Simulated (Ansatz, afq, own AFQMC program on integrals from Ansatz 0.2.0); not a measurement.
Two steps: Ansatz 0.2.0 writes the Fock matrix and Cholesky factors of the valence space, and afq projects on them the lowest state that overlaps trial and start.

```yaml
crystal:
  periodic: [false, false, false]
  atoms:
    - {symbol: Al, position_ang: [0.000000, 0.000000, 1.308589]}
    - {symbol: Al, position_ang: [0.000000, 0.000000, -1.308589]}
    - {symbol: H, position_ang: [0.000000, 1.353331, 2.152404]}
    - {symbol: H, position_ang: [0.000000, -1.353331, 2.152404]}
    - {symbol: H, position_ang: [1.201508, 0.622803, -2.152404]}
    - {symbol: H, position_ang: [-1.201508, -0.622803, -2.152404]}
basis:
  gaussian: {orbitals: 6-31G}
magnetization: {spin_polarized: false}
correlation: {method: ccsd_t, electrons: outside_noble_gas, hamiltonian_folder: ham}
```

```sh
$ ansatz run in.yaml --threads 1 --pin off --events-out ev --progress --plain --max-ram 1382MiB
```

Options of the walk:

```
--method phaseless --trial mp1 --walkers 20 --populations 1 --least-time 40 --time-step 0.5 --steps-per-block 5 --equilibration-blocks 10 --max-blocks 100 --target-error 0.00152 --factor-cut 1e-05 --seed 1042 --taylor-order 6
```

Times are imaginary, in 1/Eh. The walk had a cap of 90 s.

```
orbitals 24  electrons 5 5  factors 165 of 404
reference energy -486.04754622 Eh
CCSD correlation -0.10116190 Eh in 11 cycles, weight of the determinant in the CISD state 0.9145
energy of the start -486.119721 Eh
 block  time / (1/Eh)  mean weight  energy / Eh
     1     2.500  1.1333  -486.148112
     2     5.000  1.1657  -486.146970
     3     7.500  0.9979  -486.151327
     4    10.000  0.8691  -486.157232
     5    12.500  1.2734  -486.151639
     7    17.500  0.9486  -486.149237
     9    22.500  1.1485  -486.148628
    11    27.500  1.2016  -486.142332
    13    32.500  0.8269  -486.148295
    15    37.500  1.2691  -486.150608
    17    42.500  0.9428  -486.152102
    19    47.500  1.1336  -486.147779
    20    50.000  0.9692  -486.141954
    21    52.500  1.0085  -486.151998
    23    57.500  0.9367  -486.151146
    25    62.500  0.9808  -486.149507
    27    67.500  0.9762  -486.154416
    29    72.500  1.0096  -486.146429
    30    75.000  1.0857  -486.147728
blocks merged  error / Eh  count
     1  0.000735  20
     2  0.000809  10
energy -486.149039 +/- 0.000735 Eh
(rows thinned)
```

The run failed at least one of its tests; the cautions name the faults.

Against this walk (error 20.0 meV) on the same determinant: CCSD(T) 32.8 meV lower (within the noise), CCSDT(Q) 52.4 meV lower, a separate phaseless walk with a CISD trial and standard settings 45.3 ± 20.2 meV lower. The error is statistical and leaves out the bias of the constraint.

A setting was made bad on purpose (time step too long), so the walk's energy isn't to be trusted.

Cautions: constraint bias not in the error; error not settled; so few walkers bias the energy; the time-step error isn't removed.

CCSDT and higher add their correlation energy to the determinant of the CCSD(T) run, since their own runs factorise the integrals more tightly (a shift of under 2 meV). A walk keeps the symmetry of its determinant, which the program's search chose and which needn't be the lowest solution, so a lower state of the same spin and another symmetry isn't excluded.
